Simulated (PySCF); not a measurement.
# A diatomic session: SiH

Aim: find the lowest electronic state of SiH, scan its bond at several levels of theory, and get bond length, wavenumber and dissociation energy from each curve.

Method: Si pcseg-2, H pcseg-2, no relativity; program: PySCF 2.14.0.

## Step 1: Input

The job is set up so:

```
atoms                         : Si, H
charge                        : 0
basis                         : Si pcseg-2, H pcseg-2
Hamiltonian                   : no relativity
basis functions               : 48
electrons treated             : 15
masses in u                   : 27.9769, 1.0078
levels                        : PBE0, PBE, r²SCAN, BHandHLYP, TPSSh, revPBE, HF, MP2, SCS-MP2, CCSD, CCSD(T)
grid                          : 80 radial by 434 angular points
occupations                   : held fixed by the projection of orbital angular momentum
dissociation limit            : Si + H, each in its ground configuration
starting distance in angstrom : 1.435
values of 2S to try           : 1, 3
```

Started as:

```
$ OMP_NUM_THREADS=1 python dia.py task.json out
```

After the search, every level is run at each distance in turn; below they are sorted by level.

## Step 2: Which determinant to follow

At the starting distance of 1.435 Å the search finds these solutions (others can lie among them):

```
2Ms+1   unpaired          term  E (eV)  ⟨S²⟩  ⟨Lz²⟩  μ (D)
    2        π ↑            ²Π    0.00  0.75   1.01   0.48
    4  σ ↑, π ↑↑           ⁴Σ⁻    1.51  3.75   0.00  -0.06
    2  σ ↑, π ↑↓  not assigned    2.35  1.76   2.02   0.24
    2  σ ↓, π ↑↑  not assigned    2.46  1.78   0.00   0.54
    2        σ ↑  not assigned    3.32  0.76   2.00   0.23
    4  σ ↑↑, π ↑            ⁴Π    6.25  3.75   1.00   1.14
    2        π ↑            ²Π    6.99  0.79   1.01  -0.27
```

7 of 10 solutions are listed, lowest first. Solutions whose top level lies above zero are left out, so the zero of the table need not be the lowest of all.

A term symbol stands only where ⟨S²⟩ and ⟨Lz²⟩ are near those of a pure state. A positive dipole means Si(−)H(+).

Followed over a short scan are these candidates:

```
2Ms+1   unpaired  R at minimum (Å)  energy at minimum (eV)
    2        π ↑              1.53                    0.00
    4  σ ↑, π ↑↑              1.50                    1.55
```

The search made 10 SCF attempts at the starting distance; with the short scans it took 5.7 s of wall time (1 thread of Arm Neoverse V1, shared host).

## Step 3: First curve: PBE0

State followed: ²Π (doublet), unpaired electrons π ↑. The scan is laid around 1.533 Å.

The SCF at the reference distance, 1.533 Å, printed:

```text
******** <class 'pyscf.dft.uks_symm.SymAdaptedUKS'> ********
method = SymAdaptedUKS
initial guess = minao
damping factor = 0
level_shift factor = 0
DIIS = <class 'pyscf.scf.diis.CDIIS'>
diis_start_cycle = 1
diis_space = 10
diis_damp = 0
SCF conv_tol = 1e-09
SCF conv_tol_grad = None
SCF max_cycles = 60
direct_scf = False
max_memory 909 MB (current use 287 MB)
number electrons alpha = 8  beta = 7
XC library pyscf.dft.libxc version 7.0.0
    S. Lehtola, C. Steigemann, M. J.T. Oliveira, and M. A.L. Marques.,  SoftwareX 7, 1–5 (2018)
XC functionals = PBE0
    C. Adamo and V. Barone.,  J. Chem. Phys. 110, 6158 (1999)
    M. Ernzerhof and G. E. Scuseria.,  J. Chem. Phys. 110, 5029 (1999)
small_rho_cutoff = 0
Overwritten attributes  get_k get_j get_occ get_hcore get_jk  of <class 'pyscf.dft.uks_symm.SymAdaptedUKS'>
<class 'pyscf.dft.uks_symm.SymAdaptedUKS'> does not have attributes  refdm
Set gradient conv threshold to 3.16228e-05
init E= -289.871670380918
cycle= 1 E= -289.868745360334  delta_E= 0.00293  |g|= 0.00263  |ddm|= 0.0091
cycle= 2 E= -289.868749273427  delta_E= -3.91e-06  |g|= 0.00162  |ddm|= 0.0075
cycle= 3 E= -289.868751119637  delta_E= -1.85e-06  |g|= 7.84e-05  |ddm|= 0.00264
cycle= 4 E= -289.868751123945  delta_E= -4.31e-09  |g|= 3.01e-05  |ddm|= 0.000225
cycle= 5 E= -289.86875112455  delta_E= -6.05e-10  |g|= 4.15e-06  |ddm|= 4.95e-05
Extra cycle  E= -289.868751124588  delta_E= -3.8e-11  |g|= 1.7e-06  |ddm|= 1.54e-05
converged SCF energy = -289.868751124588  <S^2> = 0.75483603  2S+1 = 2.0048302
```

Points of the scan, energies from the lowest:

```
 R (Å)  E (eV)  μ (D)  Mulliken charge of Si (e)  Mayer bond order  ⟨S²⟩  HOMO (eV)  LUMO (eV)
1.3184  0.4642   0.76                       0.15              0.87  0.75      -5.46      -3.23
1.3797  0.2138   0.62                       0.15              0.88  0.75      -5.48      -3.24
1.4410  0.0694   0.47                       0.15              0.89  0.75      -5.49      -3.26
1.4870  0.0158   0.35                       0.15              0.90  0.75      -5.51      -3.27
1.5330  0.0000   0.23                       0.15              0.91  0.75      -5.52      -3.29
1.5790  0.0151   0.11                       0.15              0.91  0.75      -5.54      -3.31
1.6403  0.0735  -0.06                       0.15              0.92  0.75      -5.57      -3.33
1.7170  0.1933  -0.28                       0.16              0.92  0.75      -5.61      -3.37
1.8089  0.3843  -0.54                       0.16              0.93  0.75      -5.66      -3.41
1.9316  0.6878  -0.89                       0.17              0.93  0.76      -5.73      -3.48
```

Fit: Re = 1.532 Å, ωe = 2022 cm⁻¹, ωexe = 31.7 cm⁻¹, αe = 0.200 cm⁻¹, Be = 7.384 cm⁻¹, De = 3.07 eV, μ = 0.23 D.

Orbitals nearest the gap at 1.533 Å:

```
spin  orbital  ε (eV)  filled                         made of
   α        σ  -13.70     yes             Si s 74 %, H s 21 %
   β        σ  -12.92     yes             Si s 65 %, H s 30 %
   α        σ   -7.87     yes  Si p 42 %, H s 33 %, Si s 23 %
   β        σ   -7.52     yes  Si p 42 %, Si s 29 %, H s 28 %
   α        π   -5.52     yes                       Si p 99 %
   α        π   -3.29      no                       Si p 99 %
   β        π   -2.93      no                       Si p 99 %
   β        π   -1.97      no                       Si p 99 %
   α        σ    0.94      no             H s 57 %, Si p 49 %
```

Polarisability there: 33.7 bohr³ along the bond, 21.6 across it. Without diffuse functions these come out too small, above all across the bond.

## Step 4: Fields at the reference distance

The fields below are evaluated on a grid from the run's orbitals.

Frontier orbitals at PBE0 (alpha spin), with the share of their density that lies nearest to each atom:

```
orbital  energy (eV)            lies on
 HOMO-1        -7.87  Si1 61 %; H2 39 %
   HOMO        -5.52  Si1 85 %; H2 15 %
   LUMO        -3.29  Si1 84 %; H2 16 %
```

ELF in a plane through or near 2 of the atoms.

Ten even steps from ' ' (0.00) to '@' (1.00):
```
          ::--++######****==::..                        
      ..--**##%%@@@@@@%%%%**==::..                      
      --##%%@@@@@@@@@@@@@@##++--::..                    
  ..::**%%@@@@@@@@@@@@@@@@%%**==--::....                
  ..--##%%@@@@@@@@@@@@@@@@%%**==----::::..              
  --++%%@@@@@@@@@@@@@@@@@@%%**++++******++--::          
..==**%%@@@@@@@@@@@@%%%%%%######%%%%@@@@@@##**::        
..==**%%@@@@@@@@##==::::::++%%@@@@@@@@@@@@@@%%==        
..++**%%@@@@@@%%....++++::::%%@@@@@@@@@@@@@@@@**..      
..++**%%@@@@@@++..++%%%%**..%%@@@@@@@@@@@@@@@@##..      
..++**%%@@@@@@++..++%%%%**..%%@@@@@@@@@@@@@@@@##..      
..++**%%@@@@@@%%....**++::..%%@@@@@@@@@@@@@@@@**..      
..==**%%@@@@@@@@##==::::::++%%@@@@@@@@@@@@@@%%==        
..==**%%@@@@@@@@@@@@%%%%%%######%%@@@@@@@@##**::        
  --++%%@@@@@@@@@@@@@@@@@@%%**++++******++--::          
  ..--##%%@@@@@@@@@@@@@@@@%%**==----::::..              
  ..::**%%@@@@@@@@@@@@@@@@%%**==--::....                
      --##%%@@@@@@@@@@@@@@##++--::..                    
      ..--**##%%@@@@@@%%%%##==::..                      
          ::--++######****==::..                        
```
The map spans 6.7 Å across and 5.2 Å up, centred on the molecule. Atoms in the plane (x, y in Å): Si1 (-0.8, 0.0), H2 (0.8, 0.0).

On the surface of density 0.002 e/bohr³ the electrostatic potential runs, from the 1st to the 99th percentile, from -0.42 to 2.73 V.

The spin density lies nearest to Si1 85 %; H2 15 %.

## Step 5: Other states along the same grid

State 2: ⁴Σ⁻ (quartet), unpaired electrons σ ↑, π ↑↑, an excited solution.

Output of the SCF at 1.533 Å:

```text
******** <class 'pyscf.dft.uks_symm.SymAdaptedUKS'> ********
method = SymAdaptedUKS
initial guess = minao
damping factor = 0
level_shift factor = 0
DIIS = <class 'pyscf.scf.diis.CDIIS'>
diis_start_cycle = 1
diis_space = 10
diis_damp = 0
SCF conv_tol = 1e-09
SCF conv_tol_grad = None
SCF max_cycles = 60
direct_scf = False
max_memory 909 MB (current use 310 MB)
number electrons alpha = 9  beta = 6
XC library pyscf.dft.libxc version 7.0.0
    S. Lehtola, C. Steigemann, M. J.T. Oliveira, and M. A.L. Marques.,  SoftwareX 7, 1–5 (2018)
XC functionals = PBE0
    C. Adamo and V. Barone.,  J. Chem. Phys. 110, 6158 (1999)
    M. Ernzerhof and G. E. Scuseria.,  J. Chem. Phys. 110, 5029 (1999)
small_rho_cutoff = 0
Set gradient conv threshold to 3.16228e-05
init E= -289.81540453651
cycle= 1 E= -289.811398897007  delta_E= 0.00401  |g|= 0.00193  |ddm|= 0.00878
cycle= 2 E= -289.811403194154  delta_E= -4.3e-06  |g|= 0.00128  |ddm|= 0.00497
cycle= 3 E= -289.811404313441  delta_E= -1.12e-06  |g|= 0.000255  |ddm|= 0.00147
cycle= 4 E= -289.81140450605  delta_E= -1.93e-07  |g|= 0.00017  |ddm|= 0.00092
cycle= 5 E= -289.811404557261  delta_E= -5.12e-08  |g|= 4.24e-05  |ddm|= 0.000476
cycle= 6 E= -289.811404563072  delta_E= -5.81e-09  |g|= 3.55e-06  |ddm|= 0.000223
cycle= 7 E= -289.811404563085  delta_E= -1.25e-11  |g|= 4.63e-07  |ddm|= 7.06e-06
Extra cycle  E= -289.811404563085  delta_E= -3.41e-13  |g|= 2.79e-07  |ddm|= 1.26e-06
converged SCF energy = -289.811404563085  <S^2> = 3.7513028  2S+1 = 4.0006514
```

Re = 1.499 Å, ωe = 2058 cm⁻¹, ωexe = 57.0 cm⁻¹, αe = 0.274 cm⁻¹, Be = 7.710 cm⁻¹, μ = -0.04 D. Its minimum lies 1.55 eV above that of the lowest state.

Energy (eV) from the lowest point of the lowest state:

```
R (Å)  lowest  state 2
1.318   0.464    1.892
1.380   0.214    1.685
1.441   0.069    1.581
1.487   0.016    1.553
1.533   0.000    1.560
1.579   0.015    1.594
1.640   0.074    1.671
1.717   0.193    1.799
1.809   0.384    1.977
1.932   0.688    2.215
```

## Step 6: PBE (GGA)

The SCF at the reference distance, 1.533 Å, printed:

```text
******** <class 'pyscf.dft.uks_symm.SymAdaptedUKS'> ********
method = SymAdaptedUKS
initial guess = minao
damping factor = 0
level_shift factor = 0
DIIS = <class 'pyscf.scf.diis.CDIIS'>
diis_start_cycle = 1
diis_space = 10
diis_damp = 0
SCF conv_tol = 1e-09
SCF conv_tol_grad = None
SCF max_cycles = 60
direct_scf = False
max_memory 909 MB (current use 304 MB)
number electrons alpha = 8  beta = 7
XC library pyscf.dft.libxc version 7.0.0
    S. Lehtola, C. Steigemann, M. J.T. Oliveira, and M. A.L. Marques.,  SoftwareX 7, 1–5 (2018)
XC functionals = PBE
    J. P. Perdew, K. Burke, and M. Ernzerhof.,  Phys. Rev. Lett. 77, 3865 (1996)
    J. P. Perdew, K. Burke, and M. Ernzerhof.,  Phys. Rev. Lett. 78, 1396 (1997)
    J. P. Perdew, K. Burke, and M. Ernzerhof.,  Phys. Rev. Lett. 77, 3865 (1996)
    J. P. Perdew, K. Burke, and M. Ernzerhof.,  Phys. Rev. Lett. 78, 1396 (1997)
small_rho_cutoff = 0
Set gradient conv threshold to 3.16228e-05
init E= -289.843395653427
cycle= 1 E= -289.844019665798  delta_E= -0.000624  |g|= 0.0103  |ddm|= 0.0493
cycle= 2 E= -289.844034368457  delta_E= -1.47e-05  |g|= 0.00355  |ddm|= 0.0095
cycle= 3 E= -289.84403654719  delta_E= -2.18e-06  |g|= 0.00035  |ddm|= 0.00363
cycle= 4 E= -289.844036635858  delta_E= -8.87e-08  |g|= 0.000109  |ddm|= 0.000977
cycle= 5 E= -289.844036648385  delta_E= -1.25e-08  |g|= 3.72e-05  |ddm|= 0.000318
cycle= 6 E= -289.844036649943  delta_E= -1.56e-09  |g|= 8.87e-06  |ddm|= 8.95e-05
cycle= 7 E= -289.844036650023  delta_E= -7.94e-11  |g|= 1.64e-06  |ddm|= 2e-05
Extra cycle  E= -289.844036650027  delta_E= -4.6e-12  |g|= 6.29e-07  |ddm|= 4.84e-06
converged SCF energy = -289.844036650027  <S^2> = 0.75359642  2S+1 = 2.0035932
```

Re = 1.546 Å, ωe = 1945 cm⁻¹, ωexe = 32.6 cm⁻¹, αe = 0.208 cm⁻¹, Be = 7.247 cm⁻¹, De = 3.10 eV, μ = 0.17 D. 5.4 s of CPU time for 12 points, integrals apart.

## Step 7: r²SCAN

Output of the SCF at 1.533 Å:

```text
******** <class 'pyscf.dft.uks_symm.SymAdaptedUKS'> ********
method = SymAdaptedUKS
initial guess = minao
damping factor = 0
level_shift factor = 0
DIIS = <class 'pyscf.scf.diis.CDIIS'>
diis_start_cycle = 1
diis_space = 10
diis_damp = 0
SCF conv_tol = 1e-09
SCF conv_tol_grad = None
SCF max_cycles = 60
direct_scf = False
max_memory 909 MB (current use 304 MB)
number electrons alpha = 8  beta = 7
XC library pyscf.dft.libxc version 7.0.0
    S. Lehtola, C. Steigemann, M. J.T. Oliveira, and M. A.L. Marques.,  SoftwareX 7, 1–5 (2018)
XC functionals = R2SCAN
    J. W. Furness, A. D. Kaplan, J. Ning, J. P. Perdew, and J. Sun.,  J. Phys. Chem. Lett. 11, 8208-8215 (2020)
    J. W. Furness, A. D. Kaplan, J. Ning, J. P. Perdew, and J. Sun.,  J. Phys. Chem. Lett. 11, 9248-9248 (2020)
    J. W. Furness, A. D. Kaplan, J. Ning, J. P. Perdew, and J. Sun.,  J. Phys. Chem. Lett. 11, 8208-8215 (2020)
    J. W. Furness, A. D. Kaplan, J. Ning, J. P. Perdew, and J. Sun.,  J. Phys. Chem. Lett. 11, 9248-9248 (2020)
small_rho_cutoff = 0
Set gradient conv threshold to 3.16228e-05
init E= -289.959738479925
cycle= 1 E= -289.960088082479  delta_E= -0.00035  |g|= 0.00362  |ddm|= 0.0514
cycle= 2 E= -289.960099512264  delta_E= -1.14e-05  |g|= 0.00192  |ddm|= 0.00962
cycle= 3 E= -289.960102464687  delta_E= -2.95e-06  |g|= 0.000596  |ddm|= 0.00439
cycle= 4 E= -289.960102760636  delta_E= -2.96e-07  |g|= 0.000178  |ddm|= 0.00133
cycle= 5 E= -289.960102787122  delta_E= -2.65e-08  |g|= 5.1e-05  |ddm|= 0.000399
cycle= 6 E= -289.960102789501  delta_E= -2.38e-09  |g|= 8.21e-06  |ddm|= 0.000103
cycle= 7 E= -289.960102789621  delta_E= -1.19e-10  |g|= 2.1e-06  |ddm|= 2.56e-05
Extra cycle  E= -289.960102789628  delta_E= -7.73e-12  |g|= 1.24e-06  |ddm|= 7.35e-06
converged SCF energy = -289.960102789628  <S^2> = 0.75720532  2S+1 = 2.0071924
```

Re = 1.530 Å, ωe = 2017 cm⁻¹, ωexe = 33.4 cm⁻¹, αe = 0.207 cm⁻¹, Be = 7.402 cm⁻¹, De = 3.11 eV, μ = 0.27 D.

[end of part 1 of 2]
